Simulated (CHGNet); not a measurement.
# bcc Cs

Calculation: the machine-learned potential CHGNet 0.3.0 (trained on PBE and PBE+U data).

Cell (relaxed at this level):

```yaml
crystal:
  lattice:
    - [-3.00803, 3.00803, 3.00803]
    - [3.00803, -3.00803, 3.00803]
    - [3.00803, 3.00803, -3.00803]
  atoms:
    - { symbol: Cs, position: [0.00000, 0.00000, 0.00000] }
```

| Property | Value |
|---|---|
| lattice parameter a | 6.016 Å |
| volume per atom | 108.87 Å³/atom |

Measured, for comparison: lattice constant a 6.039 Å, equilibrium volume per atom 110.12 Å³/atom (low-temperature or extrapolated to 0 K; zero-point anharmonic expansion removed; as tabulated in Csonka et al. (2009), arXiv:0903.4037). Computed (rounded) less measured: lattice constant a -0.4 %, equilibrium volume per atom -1.1 %.

A machine-learned potential is trained on density-functional data: it inherits that level's misses and adds fitting errors of its own.

Note: elastic tensor is not positive definite: mechanically unstable at this level.
